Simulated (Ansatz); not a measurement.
Start from `N=CNCS` and change one atom or group to get `CNC=N`.

Ansatz, PBE0-D4/def2-TZVP geometries, multiplicity 1. Each molecule was computed in one conformer, which needn't be the lowest.

| property | `N=CNCS` |
| --- | --- |
| HOMO energy (PBE0/def2-TZVPP) / eV | -6.70 |
| HOMO energy (B3LYP/def2-TZVPP) / eV | -6.46 |
| HOMO energy (ωB97M-V/def2-TZVPP) / eV | -8.92 |
| size of the dipole moment (B3LYP/def2-TZVPP) / D | 2.92 |
| HOMO–LUMO gap (PBE0/def2-TZVPP) / eV | 7.06 |
| size of the dipole moment (PBE/def2-TZVPP) / D | 2.85 |

**Question.** What does the change do to each property? (An estimate is asked.)

**Answer.** Computed: 
```json
{"property": "HOMO energy (PBE0/def2-TZVPP) / eV", "`CNC=N`": "-6.74", "shift": "-0.04"}
{"property": "HOMO energy (B3LYP/def2-TZVPP) / eV", "`CNC=N`": "-6.53", "shift": "-0.07"}
{"property": "HOMO energy (ωB97M-V/def2-TZVPP) / eV", "`CNC=N`": "-9.00", "shift": "-0.08"}
{"property": "size of the dipole moment (B3LYP/def2-TZVPP) / D", "`CNC=N`": "3.90", "shift": "0.98"}
{"property": "HOMO–LUMO gap (PBE0/def2-TZVPP) / eV", "`CNC=N`": "7.68", "shift": "0.62"}
{"property": "size of the dipole moment (PBE/def2-TZVPP) / D", "`CNC=N`": "3.85", "shift": "1.00"}
```

Dipoles are sizes alone; their direction can turn.

B3LYP here is the variant with VWN-RPA as its local correlation; programs differ in this.
